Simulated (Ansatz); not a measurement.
Start from `CSC(C)S` and change one atom or group to get `CSC(C)N`.

Ansatz, PBE0-D4/def2-TZVP geometries, multiplicity 1. Each molecule was computed in one conformer, which needn't be the lowest.

| property | `CSC(C)S` |
| --- | --- |
| size of the dipole moment (PBE/def2-TZVPP) / D | 2.30 |
| LUMO energy (B3LYP/def2-TZVPP) / eV | 0.07 |
| HOMO–LUMO gap (PBE0/def2-TZVPP) / eV | 6.82 |
| size of the dipole moment (B3LYP/def2-TZVPP) / D | 2.32 |
| LUMO energy (PBE/def2-TZVPP) / eV | -0.64 |
| HOMO energy (PBE0/def2-TZVPP) / eV | -6.49 |

Problem. Give the same properties after the change, and the shifts. (Estimate.)

Solution. The calculation gave: 
```json
{"property": "size of the dipole moment (PBE/def2-TZVPP) / D", "`CSC(C)N`": "1.34", "shift": "-0.96"}
{"property": "LUMO energy (B3LYP/def2-TZVPP) / eV", "`CSC(C)N`": "0.57", "shift": "0.50"}
{"property": "HOMO–LUMO gap (PBE0/def2-TZVPP) / eV", "`CSC(C)N`": "7.13", "shift": "0.31"}
{"property": "size of the dipole moment (B3LYP/def2-TZVPP) / D", "`CSC(C)N`": "1.32", "shift": "-1.00"}
{"property": "LUMO energy (PBE/def2-TZVPP) / eV", "`CSC(C)N`": "-0.01", "shift": "0.63"}
{"property": "HOMO energy (PBE0/def2-TZVPP) / eV", "`CSC(C)N`": "-6.24", "shift": "0.25"}
```

With PBE0 the HOMO rises by 0.25 eV and the LUMO rises by 0.57 eV, so the gap widens by about 0.32 eV. PBE moves the HOMO by 0.27 eV and ωB97M-V by 0.23 eV. Dipoles are sizes alone; their direction can turn.

B3LYP here is the variant with VWN-RPA as its local correlation; programs differ in this.
